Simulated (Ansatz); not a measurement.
One element changed: atomization energies of H$_{2}$Al–N, H₂Al–P

Ansatz 0.2.0, functionals in def2-QZVPP, HF, MP2 and coupled cluster extrapolated from def2-TZVPP and def2-QZVPP (exp(−7.88 √X), X^−2.97); geometries are PBE0/def2-TZVP minima. Wave-function levels freeze the cores; HF, MP2 and coupled cluster are restricted for singlets and unrestricted otherwise, atoms included (their steps beyond CCSDT(Q) come from restricted open-shell runs), Kohn–Sham unrestricted where that lies lower. The best estimate adds to that CCSD(T) limit the step from CCSD(T) to the highest level run in a smaller set (CCSDT(Q)/cc-pVDZ). It lacks core correlation, which semilocal and hybrid functionals hold and which counts in their errors here, (a few kJ/mol in atomization energies of light atoms) is good to about 1 kcal/mol where the step is under 0.06 eV, as here, and is no measured value. An error is the level's value less this estimate. Energies are electronic, without zero-point terms. No spin–orbit coupling and no scalar relativity. B2PLYP's MP2 part freezes the cores and isn't at its limit in this set. CCSD(T)'s error is that step with its sign reversed, by construction, and steps from double-zeta sets run high. The species are chosen: bound, without strong static correlation by their natural occupations or amplitudes, in their lowest spin state as far as vertical gaps and like structures tell, and with a ladder that closes on the reference, so errors are smaller than for species at large; levels whose determinant breaks symmetry or spin markedly are left out.

```
        species                                      bonds (Å)     quantity  symmetry of the states                         reference  value (kJ/mol)  error CCSD  error CCSD(T)  error PBE  error r2SCAN  error B2PLYP
H2Al–N, triplet  N–Al 1.882, Al–H 1.583, angles at Al 118/124°  atomization                      A2  limit + step to CCSDT(Q)/cc-pVDZ           802.8       -11.0           -1.5        4.0           6.6           2.6
H2Al–P, triplet  Al–P 2.334, Al–H 1.588, angles at Al 120/121°  atomization                      A2  limit + step to CCSDT(Q)/cc-pVDZ           782.8        -9.5           -1.4      -14.5           7.6          -8.1
```

The reference falls from N to P, by 20.0 kJ/mol in all.
